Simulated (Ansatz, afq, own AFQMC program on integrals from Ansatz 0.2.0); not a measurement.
## NH3, triplet: AFQMC among the cluster methods

```xyz
4

H    -2.1006    0.0594    0.0000
H    -1.0646    0.0594    0.0000
N     0.1944    0.0594    0.0000
H     0.4635   -0.9448    0.0000
```

Basis cc-pVTZ. Noble-gas cores (and the filled d shells of Ga–Kr and In–Xe) are frozen. Ansatz 0.2.0 and our own AFQMC program on the same integrals; the CISD trial comes from CCSD amplitudes, and released means the phaseless constraint is let go. Uncertainties: one standard error, sampling alone.

Determinant: UHF, the one that the program's search chose, which needn't be the lowest solution. The geometry is a point of a scan.

No full CI on the walks' own integrals is used here; CCSDT(Q) serves as the reference and is uncertain by about the last step of the cluster series.

Cautions: lower spins were not checked; unrestricted determinant slightly spin contaminated (⟨S²⟩ 2.07 against 2.00).

```
T1 diagnostic                               : 0.0217
weight of the determinant in the CISD state : 0.917
⟨S²⟩ of the determinant                     : 2.071
size of the correlated space                : 8 electrons in 71 orbitals
```

Reference: CCSDT(Q), correlation energy -6.032 eV. The released energy is read at 2.40 1/Eh (meV from the phaseless value at times in 1/Eh: 1.6 ± 2.1 at 0.24, -0.4 ± 1.8 at 0.51, -4.9 ± 2.2 at 0.99, -7 ± 3 at 1.62, -6 ± 3 at 2.40).

```csv
level,E − E(reference) (kJ/mol),share of correlation (%)
HF,582.0,0.00
MP2,89.0,84.71
CCSD,19.9,96.59
CCSD(T),2.6,99.56
CCSDT,0.7,99.88
ph-AFQMC/CISD,0.5 ± 0.3,99.91
released AFQMC,0.0 ± 0.3,100.00
```

A walk keeps the symmetry of its determinant, which the program's search chose and which needn't be the lowest solution, so a lower state of the same spin and another symmetry isn't excluded. Released energies are given only where the last usable release times agree within the noise; a slower fall can still hide under it.
